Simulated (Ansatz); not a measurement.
```yaml
crystal:
  periodic: [false, false, false]
  atoms:
    - {symbol: Fe, position_ang: [0.000000, 0.000000, 0.000000]}
    - {symbol: H, position_ang: [0.000000, 0.000000, 1.630000]}
basis:
  gaussian: {orbitals: def2-TZVP}
magnetization: {spin_polarized: true, initial_magnetization: 3}
hamiltonian: {xc: pbe0}
relax: {f_tol: 0.004, max_steps: 80}
```

```sh
$ ansatz run in.yaml --threads 1 --pin off --events-out ev --progress --plain --max-ram 2176MiB
```

Steps of the relaxation (energy above the last step; positions in Å, forces in eV/Å):

```
2
step 1, 17.9 meV
Fe    0.000    0.000    0.000    0.000    0.000    0.588
H     0.000    0.000    1.630    0.000    0.000   -0.588
```

```
2
step 2, 1.0 meV
Fe    0.000    0.000    0.023    0.000    0.000    0.145
H     0.000    0.000    1.607    0.000    0.000   -0.145
```

```
2
step 3, 0.0 meV
Fe    0.000    0.000    0.029    0.000    0.000   -0.004
H     0.000    0.000    1.601    0.000    0.000    0.004
```

Close pairs at the end: Fe1–H2 1.571 Å.

A stationary point of unrestricted PBE0 after 3 steps, with ⟨S²⟩ = 3.902 against 3.75 for a pure state. 20 s on 1 thread of Arm Neoverse V2, shared host.
